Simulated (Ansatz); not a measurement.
Two isomers of C3H6F2O: A = `CCC(O)(F)F`, B = `CCOC(F)F`.

Computed with Ansatz on PBE0-D4/def2-TZVP structures; ΔE is electronic, products minus reactants. CCSD(T)/CBS is the MP2 limit (def2-TZVPP, def2-QZVPP) plus CCSD(T) − MP2 in def2-TZVPP, frozen cores. Functionals use def2-TZVPP. B3LYP here is the variant with VWN-RPA as its local correlation; programs differ in this. One conformer a species, not always the lowest.

Problem. Which is lower in electronic energy at CCSD(T)/CBS, and by how much? (Best estimate.)

Solution. Ansatz gave: A, by 69.4 kJ/mol.

Problem. Give E(B) − E(A) in kJ/mol with PBE-D4, B2PLYP, ωB97M-V, B3LYP-D4, HF/def2-TZVPP, PBE0-D4, B3LYP. (An estimate is asked.)

Solution. Computed: PBE-D4 64.0, B2PLYP 62.7, ωB97M-V 69.7, B3LYP-D4 61.3, HF/def2-TZVPP 57.0, PBE0-D4 66.9, B3LYP 58.8. None reverses the order clearly.

Largest T1 diagnostic: 0.011.

In def2-TZVPP, CCSD(T) changes the Hartree–Fock value by +9.7 kJ/mol (the triples alone add +0.6 kJ/mol) and MP2 by +13.0 kJ/mol. From PBE to PBE0 (25 % exact exchange), in def2-TZVPP and without D4, E(B) − E(A) moves by +3.3 kJ/mol.
